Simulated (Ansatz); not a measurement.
HC–N–Si, quintet in cc-pVDZ: errors against UCCSDT(Q)

Geometry: that of the HC–N–Si, triplet, kept fixed. The triplet lies 4.5 eV lower here.

```xyz
4

C     0.0000   -0.2037    0.7974
N     0.0000   -0.1038   -0.4089
Si    0.0000   -0.0870   -2.0856
H     0.0000    0.3945    1.6971
```

Basis cc-pVDZ; Ansatz 0.2.0. Only valence electrons are correlated (noble-gas cores frozen), which leaves 14 electrons in 44 orbitals. R marks a restricted (for open shells ROHF) determinant, U an unrestricted one.

Full CI isn't at hand for all of this; UCCSDT(Q) serves as the reference, and is uncertain by about the last step of the cluster series. The frozen core follows each run's orbitals, which can shift R against U totals by a few meV.

For open shells CISD is restricted-active-space CI with the open shells as a complete middle space.

The UHF ⟨S²⟩ is 6.091 and the T1 diagnostic (RCCSD) is 0.0294. The largest doubles amplitude (RCCSD) is 0.075. The T1 diagnostic (UCCSD) is 0.0311.

| level | E − E(UCCSDT(Q)) (kcal/mol) | share of correlation (%) | wall time |
| --- | --- | --- | --- |
| RHF | 215.35 | 0.00 | – |
| UHF | 209.82 | 2.56 | – |
| RMP2 | 22.09 | 89.74 | – |
| UMP2 | 25.87 | 87.99 | – |
| CISD | 27.16 | 87.39 | 73 s |
| RCCSD | 9.47 | 95.60 | – |
| UCCSD | 9.12 | 95.77 | – |
| RCCSD(T) | 1.34 | 99.38 | 40 s |
| UCCSD(T) | 1.44 | 99.33 | 37 s |
| BCCD(T) | 1.34 | 99.38 | 26 s |
| RCCSDT | 0.79 | 99.63 | – |
| UCCSDT | 0.73 | 99.66 | – |
| RCCSDT(Q) | 0.10 | 99.95 | 5.7 min |

The correlation energy at UCCSDT(Q), counted from RHF, is -9.338 eV. That run took 5.5 min on 1 thread of Intel Xeon, shared host.

Times hold each run's SCF and search for its determinant on a shared host, so for small cases they say little of a method's own cost; they ran on 1 thread of Intel Xeon.
